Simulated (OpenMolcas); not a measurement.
# OpenMolcas input wanted

C2H2F2: 6 atoms, total charge 0, spin state singlet. As SMILES, `F/C=C\F`. The coordinates come from a GFN2-xTB relaxation.

```xyz
6

F    -0.1992   -0.8218   -1.5283
C     0.3745   -0.1513   -0.5271
C    -0.2597    0.2091    0.5742
F    -1.5460   -0.0583    0.8106
H     1.4143    0.0708   -0.7049
H     0.2162    0.7515    1.3755
```

Settings wanted:

```json
{
  "method": "DFT",
  "reference": "RKS",
  "relativity": "none",
  "basis set": "6-31G*",
  "task": "gradient",
  "functional": "B3LYP",
  "nucleus": "point",
  "integration grid": "UltraFine",
  "SCF convergence threshold": "1e-10",
  "d and f functions": "Cartesian"
}
```

Q: Give an OpenMolcas 26.06 job that does this.

A: One that was run (others would do as well):

mol.input:
```
&GATEWAY
  BASLIB=$CurrDir
  COORD
  6
  angstrom
  F       -0.199190      -0.821790      -1.528300
  C        0.374490      -0.151310      -0.527070
  C       -0.259750       0.209100       0.574150
  F       -1.545990      -0.058330       0.810630
  H        1.414280       0.070820      -0.704880
  H        0.216170       0.751510       1.375480
  BASIS=6-31Gs
  GROUP=NoSym

&SEWARD
  GRIDINPUT
  Grid=UltraFine
  End of Grid

&SCF
  KSDFT=B3LYP
  THRESHOLDS=1e-10 1e-07 1e-07 1e-05
  PRORBITALS=1 1

&ALASKA
```

```bash
$ export MOLCAS_MEM=1860
$ pymolcas mol.input > mol.log
```

(Basis files named in the input come from the Basis Set Exchange and aren't shown.)

Calculated total energy: -277.04050 Eh, largest force 0.437 eV/Å.
